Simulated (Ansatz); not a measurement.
System: litharge PbO. Method: r²SCAN+rVV10 (Ansatz, a program for electronic structure, PAW).

Run with plane-wave cutoff 600 eV, 10×10×8 k mesh (along the axes of the cell as run), scalar-relativistic PAW data made under PBE.

Cell (relaxed at this level):

```cif
data_O2Pb2
_chemical_formula_sum 'Pb2 O2'
_space_group_name_H-M_alt 'P4/nmm :1'
_space_group_IT_number 129
_space_group_name_Hall 'P 4ab 2ab -1ab'
_cell_length_a 3.97831
_cell_length_b 3.97831
_cell_length_c 5.01132
_cell_angle_alpha 90.000
_cell_angle_beta 90.000
_cell_angle_gamma 90.000
loop_
_space_group_symop_operation_xyz
  'x, y, z'
  '-y+1/2, x+1/2, z'
  '-x, -y, z'
  'y+1/2, -x+1/2, z'
  'x+1/2, -y+1/2, -z'
  '-y, -x, -z'
  '-x+1/2, y+1/2, -z'
  'y, x, -z'
  '-x+1/2, -y+1/2, -z'
  'y, -x, -z'
  'x+1/2, y+1/2, -z'
  '-y, x, -z'
  '-x, y, z'
  'y+1/2, x+1/2, z'
  'x, -y, z'
  '-y+1/2, -x+1/2, z'
loop_
_atom_site_label
_atom_site_type_symbol
_atom_site_symmetry_multiplicity
_atom_site_Wyckoff_symbol
_atom_site_fract_x
_atom_site_fract_y
_atom_site_fract_z
_atom_site_occupancy
Pb1 Pb 2 c 0.00000 0.50000 0.23633 1
O1 O 2 a 0.00000 0.00000 0.00000 1
```

Question: Predict the elastic constant C11, elastic constant C33, elastic constant C12, Young modulus, elastic constant C13, elastic constant C44 and elastic constant C66.

Answer: 
- elastic constant C11 = 75.8 GPa
- elastic constant C33 = 23.1 GPa
- elastic constant C12 = 75.1 GPa
- Young modulus = 36.0 GPa
- elastic constant C13 = 18.7 GPa
- elastic constant C44 = 21.3 GPa
- elastic constant C66 = 64.6 GPa

Elastic constants are with the ions relaxed.

Spin–orbit coupling is not included; it can shift volumes and moduli of such heavy elements.

The computed numbers hold no vibrational or temperature effects.
